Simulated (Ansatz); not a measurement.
Geometry optimisation, RKS B3LYP-D4/def2-SVP in Ansatz.

Input file:

```yaml
crystal:
  periodic: [false, false, false]
  atoms:
    - { symbol: B, position_ang: [0.055749, -0.46296, -0.370185] }
    - { symbol: H, position_ang: [-0.029968, 0.130726, 1.951897] }
    - { symbol: H, position_ang: [1.033907, 0.224081, -0.45425] }
    - { symbol: F, position_ang: [-1.141387, 0.028947, -0.686353] }
    - { symbol: O, position_ang: [0.179081, -1.78166, 0.002892] }
    - { symbol: H, position_ang: [-0.66474, -2.255896, -0.022702] }
    - { symbol: H, position_ang: [0.089158, -0.570738, 1.862901] }
basis:
  gaussian: { orbitals: def2-SVP }
hamiltonian:
  xc: b3lyp
  dispersion: d4
relax:
  f_tol: 0.03
  max_steps: 50
```

Launched with:

```bash
$ ansatz run input.yaml --threads 1 --pin off --max-ram 2048MiB --backend cpu --events-out ev --progress --plain --runs-dir out
```

Task: Where does it end, and by what steps?

Result: It converged. The force dipped under the threshold on the way, but the program's further checks kept it going. After 38 steps the energy has fallen by 0.223 eV; H2 moved furthest, 1.45 Å.

```json
{"step": "0", "energy less start (eV)": "0.0000", "largest force component (eV/Å)": "1.737", "accepted": "yes"}
{"step": "2", "energy less start (eV)": "-0.1793", "largest force component (eV/Å)": "0.521", "accepted": "yes"}
{"step": "4", "energy less start (eV)": "-0.1705", "largest force component (eV/Å)": "0.573", "accepted": "no"}
{"step": "6", "energy less start (eV)": "-0.2042", "largest force component (eV/Å)": "0.033", "accepted": "yes"}
{"step": "8", "energy less start (eV)": "-0.1965", "largest force component (eV/Å)": "0.534", "accepted": "no"}
{"step": "10", "energy less start (eV)": "-0.2052", "largest force component (eV/Å)": "0.239", "accepted": "no"}
{"step": "12", "energy less start (eV)": "-0.2078", "largest force component (eV/Å)": "0.129", "accepted": "yes"}
{"step": "14", "energy less start (eV)": "-0.2103", "largest force component (eV/Å)": "0.220", "accepted": "yes"}
{"step": "16", "energy less start (eV)": "-0.2145", "largest force component (eV/Å)": "0.035", "accepted": "yes"}
{"step": "18", "energy less start (eV)": "-0.2153", "largest force component (eV/Å)": "0.081", "accepted": "yes"}
{"step": "20", "energy less start (eV)": "-0.2173", "largest force component (eV/Å)": "0.182", "accepted": "yes"}
{"step": "22", "energy less start (eV)": "-0.2196", "largest force component (eV/Å)": "0.012", "accepted": "yes"}
{"step": "24", "energy less start (eV)": "-0.2205", "largest force component (eV/Å)": "0.110", "accepted": "yes"}
{"step": "26", "energy less start (eV)": "-0.2211", "largest force component (eV/Å)": "0.078", "accepted": "yes"}
{"step": "28", "energy less start (eV)": "-0.2214", "largest force component (eV/Å)": "0.039", "accepted": "yes"}
{"step": "30", "energy less start (eV)": "-0.2216", "largest force component (eV/Å)": "0.165", "accepted": "no"}
{"step": "32", "energy less start (eV)": "-0.2221", "largest force component (eV/Å)": "0.096", "accepted": "yes"}
{"step": "34", "energy less start (eV)": "-0.2223", "largest force component (eV/Å)": "0.053", "accepted": "yes"}
{"step": "36", "energy less start (eV)": "-0.2219", "largest force component (eV/Å)": "0.168", "accepted": "no"}
{"step": "38", "energy less start (eV)": "-0.2226", "largest force component (eV/Å)": "0.010", "accepted": "yes"}
```

```xyz
7
Properties=species:S:1:pos:R:3
B 0.073 -0.502 -0.986
H -0.036 -0.358 3.312
H 1.056 0.115 -1.297
F -1.023 -0.435 -1.744
O 0.079 -1.261 0.126
H -0.760 -1.719 0.285
H 0.133 -0.527 2.589
```

Whether the end is a true minimum wasn't checked by a vibrational analysis.

Run time: 52 s on 1 thread of Arm Neoverse V2, with other jobs on the host, peak memory 0.12 GiB.
